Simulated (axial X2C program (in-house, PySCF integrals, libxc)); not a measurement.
## What spin–orbit coupling does to MgF²⁺

Computed with an in-house all-electron X2C program for linear molecules (integrals from PySCF). Spin-free means the one-electron spin-free X2C Hamiltonian; two-component (2c) means X2C with spin–orbit coupling and atomic mean-field two-electron Coulomb and Gaunt terms, so the difference of the two also holds small scalar two-electron terms. Basis: Mg dyall-v3z [9s8p5d3f], F dyall-v3z [6s5p2d1f] (cores contracted in-house); Gaussian nuclei, density fitting, unrestricted open shells. Masses: Mg 23.985 u, F 18.998 u.

Spin-free state: M_S = 1/2, Λ = 1 (beyond evenly filled blocks: π+α, π+β, π-α); fragments Mg2+ + F.

```
level  Re (Å)  ωe (cm⁻¹)  De (eV)  μ (D)
 PBE0   2.079      349.7    0.752  -7.56
   HF   2.069      350.1    0.687  -7.75
  MP2   2.090      346.8    0.842    n/a
B97-3   2.090      342.8    0.773  -7.65
  PBE   2.104      337.4    0.759  -7.54
```

Correlated methods: 7 electrons correlated (number of frozen shells: Mg 2 s, 1 p; F 1 s), 211 virtual spin orbitals or spinors in MP2.

Dipoles are positive if F is the positive end and refer to the centre of mass.

Question: Within this multiplet, which Ω should lie lowest by the rule for regular and inverted multiplets?

Answer: The open π shell holds three electrons, one hole, so the multiplet is inverted: Ω = Λ + 1/2 = 3/2. The PBE0 2c search agrees, though Ω = 1/2 of the search lies only 0.03 eV higher.

Two-component determinant lowest at the distance of the search:

Ω = 3/2 (⟨Sz⟩ = 0.50, ⟨Lz⟩ = 1.00 at HF); fragments Mg2+ + F.

```
level  Re (Å)  ωe (cm⁻¹)  De (eV)  μ (D)
 PBE0   2.079      349.8    0.769  -7.56
   HF   2.069      350.2    0.693  -7.75
  MP2   2.090      346.9    0.849    n/a
B97-3   2.090      343.0    0.790  -7.65
  PBE   2.104      337.5    0.776  -7.53
```

Question: From the two tables, how do the constants change at the MP2 level (2c against spin-free)?

Answer: At the MP2 level Re is unchanged within 0.001 Å and ωe is unchanged to within 0.2 cm⁻¹; De changes by 0.007 eV.

Occupations by symmetry block were frozen at the best pattern of an incomplete PBE0 search. De is counted from the lowest determinant-based energies of the atoms at the same level, without counterpoise correction. Density functionals use the spin component along the axis (collinear). In 2c an atomic determinant is not the ground J level, so De misses part of the atomic spin–orbit lowering. This holds for PBE0, B97-3, PBE. The functionals have no current-density term, which raises determinants with orbital currents, atoms included. For this dication the limit is the doubly charged atom plus the neutral one, which is not the lowest limit. The atomic limit has a lower orbital projection than the molecule and lies lower at mean-field level, so De may be about a tenth of an eV too small.
